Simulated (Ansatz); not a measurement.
**Diamond-structure Si**

These are r²SCAN in Ansatz (PAW) values and carry that method's errors.

Numerical settings: plane-wave cutoff 500 eV, 12×12×1 k mesh (along the axes of the cell as run), gaussian smearing 0.02 eV, scalar-relativistic PAW data made under PBE.

Cell: relaxed at this level.

- surface energy of the (111) face: 3.15 J/m²

The slab of 12 atoms is relaxed and unreconstructed.

The computed numbers hold no vibrational or temperature effects.

Ansatz is a first-principles code.
